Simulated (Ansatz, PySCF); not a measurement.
This PySCF input computes a BLYP/def2-TZVPD energy:

```python
from pyscf import gto, scf, dft

mol = gto.M(
    atom='''
    Si    0.08512521    0.08333339    0.08368655
    H    -0.93940997   -0.90765273    0.67751647
    H    -0.91388705    0.68123940   -0.93063229
    H     0.66154409   -0.94025419   -0.91849584
    ''',
    basis='def2-tzvpd',
    charge=-1,
    spin=0,
    verbose=4,
)

mf = dft.RKS(mol, xc='blyp').density_fit(auxbasis='def2-universal-jkfit')
mf.grids.level = 3
mf.conv_tol = 1e-9
mf.max_cycle = 100
mf.max_memory = 1500
mf.kernel()
if not mf.converged:
    mf = mf.newton()
    mf.kernel(mf.make_rdm1())
mf.analyze()
```

Task: Write an input for the same energy in Ansatz (a program for electronic structure) and say what it gives.

Result: 
Ansatz 0.2 input:
```yaml
crystal:
  periodic: [false, false, false]
  atoms:
    - {symbol: Si, position_ang: [0.08512521, 0.08333339, 0.08368655]}
    - {symbol: H, position_ang: [-0.93940997, -0.90765273, 0.67751647]}
    - {symbol: H, position_ang: [-0.91388705, 0.68123940, -0.93063229]}
    - {symbol: H, position_ang: [0.66154409, -0.94025419, -0.91849584]}
basis:
  gaussian:
    orbitals: def2-TZVPD
hamiltonian:
  xc: {name: BLYP}
total_charge: -1
output: {forces: true}
```
It gives -291.27251 Eh, and PySCF -291.27255 Eh, a difference of 0.04 mEh, from the treatment of integrals and grids.

Whether it binds its extra electron was not tested at this geometry.
